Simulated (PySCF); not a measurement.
How good is the calculation?

Numbering as in the mapped SMILES `[OH:1][CH2:2][CH:3]1[CH2:4][CH2:5]1`. Each H is labelled by its parent atom. Ha(C4), Ha(C5) are cis to C2 on the ring; Hb(C4), Hb(C5) are trans to C2 on the ring.

What is known from experiment: δ ¹³C C3 12.7; C4/C5 2.2 ppm (measured; solution, not stated per compound (mostly CDCl3 or CCl4); Pretsch, Buehlmann, Badertscher, Structure Determination of Organic Compounds, 4th ed. (2009)).

- geometry: PBE0-D3(BJ)/def2-TZVP
- σ from GIAO-B97-2/pcSseg-2
- code: PySCF 2.14
- one computed conformer, equivalent nuclei averaged, in vacuum, no relativistic terms

Question: Set the calculated values beside the experiment.

Answer: 
Reference values: measured (solution, not stated per compound (mostly CDCl3 or CCl4); Pretsch, Buehlmann, Badertscher, Structure Determination of Organic Compounds, 4th ed. (2009)).
```tsv
atoms	quantity	reference	computed	computed, scaled
C3	δ ¹³C	12.7	17.5	14.8
C4/C5	δ ¹³C	2.2	4.0	1.8
```

Computed shifts are σ(ref) − σ with the named reference compound (TMS for H and C) calculated as an isolated molecule at the same level. The measured values may be among those fitted. Shieldings were converted by linear fits to measured shifts (mostly CDCl3, TMS scale, for H and C): ¹³C (scatter 2.0 ppm rms, 2.1 ppm with the 1 outlier that the fit left out). Occasional misses reach two or three times the rms, and more in compound classes unlike the fitted ones.

Question: How far are the unscaled ¹³C shifts from the references?

Answer: Mean signed difference +3.30 ppm, mean absolute 3.30 ppm over 2 comparisons; the largest is +4.8 ppm at C3 (three-membered-ring carbon).
